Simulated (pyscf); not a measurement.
H₃C–Be–SeH + CH₄ → H₃C–Be–CH₃ + H₂Se, a four-centre exchange (singlet surface; Be–Se, C–H broken, Be–C, H–Se formed). Structures and frequencies: ωB97X-D3(BJ)/def2-SVP in PySCF. Energies in kJ/mol from the separated reactants.

Small-basis levels: PySCF, no dispersion term, spherical d functions. 

Q: In single points SVWN5/6-31G*+LANL2DZ puts the saddle at 121.1 kJ/mol and the reaction energy at +151.6 kJ/mol. Should these be trusted to within a few kcal/mol? Compare with ωB97M-D3(BJ)/def2-TZVP.

A: ωB97M-D3(BJ)/def2-TZVP gives ΔE‡ = 166.9 kJ/mol and ΔE = +117.0 kJ/mol. SVWN5/6-31G*+LANL2DZ lies 45.9 kJ/mol under it in the barrier and 34.6 kJ/mol over it in the reaction energy, so on this step it does not hold to within 12.6 kJ/mol. At SVWN5/6-31G*+LANL2DZ this geometry lies under one side, so its ΔE‡ may be no barrier of that level. ωB97M-D3(BJ)/def2-TZVP has limits of its own. On the product side the descent ends in an adduct with a Be–Se contact, 24.4 kJ/mol under the separated species and 64.5 kJ/mol under the saddle at ωB97X-D3(BJ)/def2-TZVP. What is counted as broken (Be–Se) persists as a longer contact in the product adduct; parting that adduct is a step of its own. This is the saddle that the search found; another between the same sides may lie lower. In the def2 sets elements up to Kr have no core potential.
